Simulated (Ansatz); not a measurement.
A substitution series on C: H to Cl

On one C centre that keeps CH3, n of the H ligands are replaced by Cl. The atomisation energy (no zero-point term) y in kJ/mol at CCSD(T)/CBS estimate. Shapes, held fixed at every level: PBE0-D4/def2-TZVP. Programs: Ansatz 0.2.0.

| molecule | n | y (kJ/mol) |
| --- | --- | --- |
| C2H6 | 0 | 2982 |
| C2H5Cl | 1 | ? |
| C2H4Cl2 | 2 | 2802 |
| C2H3Cl3 | 3 | 2694 |

Question: Fit y = c + s·n to the known rows and predict C2H5Cl.

Answer: 
1. Means of the 3 rows: n = 1.66667, y = 2826.0.
2. Σ(Δn)² = 4.6667, Σ(Δn·Δy) = -444, so the slope is -444/4.6667 = -95.142.
3. Intercept: 2826.0 − (-95.142) × 1.66667 = 2984.6. The largest residual of the fit is 7.7.
4. C2H5Cl: 2984.6 + (-95.142) × 1 = 2889 kJ/mol.

The run gave 2896 kJ/mol, so the prediction is off by -7 kJ/mol, within the scatter of the fit. The step per swap changes from -86 to -108 kJ/mol along the series, so a line misses the bend: the ligands act on one another. The slope is only an average step. Other levels give for C2H5Cl: HF/def2-TZVPP 2185; B3LYP-D4/def2-TZVPP 2892; wB97X-V/def2-TZVPP 2897 kJ/mol. Spin-orbit coupling of the free atoms (H 0, Cl 4 kJ/mol each; the atoms kept shift only the intercept) is left out. The CBS estimate extrapolates MP2 from def2-TZVPP and def2-QZVPP and adds CCSD(T) − MP2 in the triple-zeta set, cores frozen.
